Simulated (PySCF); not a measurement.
# What builds the first ionisation energy along the alkaline earths

All values are computed (PySCF 2.14, energy differences of UHF-based or UKS calculations, no spin-orbit coupling). Each column adds one step, in eV (sums use unrounded values): valence MP2, valence CCSD, valence triples, then the next inner shell at CCSD(T) (Be 1s, Mg 2s 2p, Ca 3s 3p, Sr 4s 4p, Ba 5s 5p). References (NIST) marked * lie between the lowest fine-structure levels; the others compare directly ((s) semi-empirical, (t) theoretical).

```tsv
element	UHF	+ MP2	+ CCSD	+ (T)	+ inner shell	sum	reference
Be [He] 2s2 → [He] 2s1 (x2c-TZVPPall with one added diffuse shell of s type, spin-free X2C)	8.043	0.710	0.517	0.000	0.002	9.272	9.323
Mg [Ne] 3s2 → [Ne] 3s1 (x2c-TZVPPall with one added diffuse shell each of s, p, d type, spin-free X2C)	6.621	0.594	0.299	0.000	0.060	7.574	7.646
Ca [Ar] 4s2 → [Ar] 4s1 (x2c-TZVPPall with one added diffuse shell each of s, p, d type, spin-free X2C)	5.139	0.504	0.265	0.000	0.123	6.030	6.113
Sr [Kr] 5s2 → [Kr] 5s1 (x2c-TZVPPall with one added diffuse shell each of s, p, d, f type, spin-free X2C)	4.746	0.503	0.197	0.000	0.212	5.658	5.695
Ba [Xe] 6s2 → [Xe] 6s1 (x2c-TZVPPall with one added diffuse shell each of s, p, d type, spin-free X2C)	4.272	0.465	0.184	0.000	0.225	5.145	5.212
```

What remains against the references is mostly basis incompleteness.

These are valence bases, so the inner-shell step is incomplete.
